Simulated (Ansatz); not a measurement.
Zinc-blende HgS (metastable phase) was calculated with PBE0+SOC (Ansatz, a program for electronic structure, plane waves, PAW).

Run with plane-wave cutoff 460 eV, 8×8×8 k mesh, Fermi–Dirac smearing 0.01 eV, PAW data made under PBE.

The cell has the measured lattice: a = 5.841 Å, b = 5.841 Å, c = 5.841 Å, α = 90.00°, β = 90.00°, γ = 90.00°.

Problem. Predict the band gap.

Solution. 
- band gap: 0.95 eV (direct)

Note: cell and atoms aren't relaxed at this level (pressure 1.9 GPa).

Static lattice: no zero-point or thermal effects.

Cost on a shared machine: very roughly 15 core-minutes.
